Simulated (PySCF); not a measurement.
## Working out the ionisation energy of N

N [He] 2s2 2p3 (4S) → N⁺ [He] 2s2 2p2 (3P). Computed with PySCF 2.14 in def2-SVP (3s2p1d, 14 functions), with the non-relativistic Hamiltonian (point nucleus). Frozen: 1s2. Energies in hartree (1 hartree = 27.21139 eV):

```
            part   N (lower)  N⁺ (upper)
             UHF  -54.336533  -53.820663
CCSD correlation   -0.084471   -0.075598
             (T)   -0.000714   -0.000831
```

Task: What does Hartree-Fock give?

Result: (-53.820663) − (-54.336533) = 0.515870 hartree = 14.038 eV.

Task: What do CCSD and CCSD(T) give?

Result: The CCSD correlation energies differ by 0.008873 hartree = 0.241 eV and the triples by -0.000117 hartree = -0.003 eV, so CCSD gives 14.279 eV and CCSD(T) 14.276 eV.

Measured between the centres of the two terms (NIST): 14.545 eV, so CCSD(T) (valence) is off by -0.269 eV.

A double-zeta basis recovers only part of the correlation energy.

What remains against the reference includes basis incompleteness, the frozen core and higher excitations.
